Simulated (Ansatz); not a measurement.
Rock-salt MgS, treated with PBE (Ansatz, a program for electronic structure, plane waves, PAW).

Numerical settings: plane-wave cutoff 520 eV, 12×12×12 k mesh, perturbation theory, scalar-relativistic PAW data made under PBE.

The cell has the measured lattice parameters. Conventional cell: a = 5.2033 Å, b = 5.2033 Å, c = 5.2033 Å, α = 90.00°, β = 90.00°, γ = 90.00°.

```cif
data_Mg4S4
_chemical_formula_sum 'Mg4 S4'
_space_group_name_H-M_alt 'Fm-3m'
_space_group_IT_number 225
_space_group_name_Hall '-F 4 2 3'
_cell_length_a 5.20330
_cell_length_b 5.20330
_cell_length_c 5.20330
_cell_angle_alpha 90.000
_cell_angle_beta 90.000
_cell_angle_gamma 90.000
loop_
_atom_site_label
_atom_site_type_symbol
_atom_site_symmetry_multiplicity
_atom_site_Wyckoff_symbol
_atom_site_fract_x
_atom_site_fract_y
_atom_site_fract_z
_atom_site_occupancy
Mg1 Mg 4 a 0.00000 0.00000 0.00000 1
S1 S 4 b 0.50000 0.50000 0.50000 1
```
(The calculation used a cell of 2 atoms; values per cell refer to that cell.)

Harmonic phonon frequencies (cm⁻¹; i marks an imaginary mode; at Γ without the LO shift):

| q point | frequencies |
|---|---|
| Γ | … |
| X | 126 126 183 263 263 302 |
| L | 176 176 199 199 296 360 |
| W | 170 170 231 235 284 284 |

**Question.** Fill in the missing entries.

**Answer.** 
- Γ, frequencies: 0 0 0 234 234 234

With the long-range field the LO mode at Γ lies at 395 cm⁻¹.

Measured, for comparison: zone-centre TO phonon frequency 240 cm⁻¹ (temperature not stated, no zero-point or thermal correction; as tabulated in Chmeruk and Núñez-Valdez (2023), arXiv:2212.11645). Computed (rounded) less measured: zone-centre TO phonon frequency -2 %.

No imaginary mode appears at these points.

Note: the cell isn't this level's own, so it is under some stress, which shifts stiffness and frequencies.
